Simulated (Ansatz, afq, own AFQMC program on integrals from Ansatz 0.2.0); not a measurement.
Where AFQMC and coupled cluster stand for C, triplet

A free C atom.

Basis def2-SVP. Only valence electrons are correlated. Integrals, coupled cluster, full CI and functionals: Ansatz 0.2.0; the random walks run on the same integrals in our own AFQMC program. ph-AFQMC/CISD is guided by a CISD state made of CCSD amplitudes; releasing the constraint for a short imaginary time cuts its bias at the price of noise, slowly where states lie close. Free AFQMC starts from the CCSD state and is never constrained. Its projection time is finite, and what remains of the start isn't in its error. Error bars are statistical, one sigma.

Determinant: UHF, the one that the program's search chose, which needn't be the lowest solution.

Full CI on the same integrals is exact in this basis and with this determinant's frozen core.

Cautions: the ph-AFQMC/HF walk drifts between its halves (2.7 errors).

* T1 diagnostic: 0.0070
* weight of the determinant in the CISD state: 0.958
* ⟨S²⟩ of the determinant: 2.007
* size of the correlated space: 4 electrons in 13 orbitals

Reference: full CI, correlation energy -1.919 eV. The released energy is read at 1.50 1/Eh (meV from the phaseless value at times in 1/Eh: 0.0 ± 0.6 at 0.24, -0.2 ± 0.6 at 0.50, -0.6 ± 0.6 at 1.00, -2.6 ± 0.3 at 1.50).

```csv
level,E − E(reference) (mEh),share of correlation (%)
HF,70.51,0.00
MP2,20.42,71.04
CCSD,1.35,98.09
CCSD(T),0.34,99.52
CCSDT,0.02,99.97
CCSDT(Q),0.00,100.00
ph-AFQMC/HF,3.65 ± 0.35,94.82
ph-AFQMC/CISD,0.08 ± 0.03,99.88
released AFQMC,-0.01 ± 0.01,100.01
free AFQMC,-0.02 ± 0.02,100.03
```

CCSDT and higher add their correlation energy to the determinant of the CCSD(T) run, since their own runs factorise the integrals more tightly (a shift of under 2 meV). Free projections are given only where their last times agree within the noise and don't stop above the reference; a slow remainder of the start can still hide under it. A walk keeps the symmetry of its determinant, which the program's search chose and which needn't be the lowest solution, so a lower state of the same spin and another symmetry isn't excluded. Released energies are given only where the last usable release times agree within the noise; a slower fall can still hide under it.
